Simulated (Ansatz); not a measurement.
Antiferromagnetic (type II) rock-salt MnS, treated with PBEsol in Ansatz (plane waves, PAW).

Run with plane-wave cutoff 520 eV, 12×12×12 k mesh, spin-polarised with opposed moments, scalar-relativistic PAW data made under PBE.

Computed at the level's own relaxed cell.

```
CELL_PARAMETERS angstrom
      5.01188     2.48651     2.48651
      2.48651     5.01188     2.48651
      2.48651     2.48651     5.01188
ATOMIC_POSITIONS crystal
  Mn 0.00000 0.00000 0.00000
  Mn 0.50000 0.50000 0.50000
  S  0.25000 0.25000 0.25000
  S  0.75000 0.75000 0.75000
```

**Question.** Give the elastic tensor (Voigt notation, GPa, ions relaxed, in the Cartesian axes of the cell as printed).

**Answer.** 
```
  161.0    45.1    45.1     4.0    -2.6    -2.6
   45.1   161.0    45.1    -2.6     4.0    -2.6
   45.1    45.1   161.0    -2.6    -2.6     4.0
    4.0    -2.6    -2.6    37.9    -0.7    -0.7
   -2.6     4.0    -2.6    -0.7    37.9    -0.7
   -2.6    -2.6     4.0    -0.7    -0.7    37.9
```

Ansatz is a quantum-chemistry and plane-wave program.
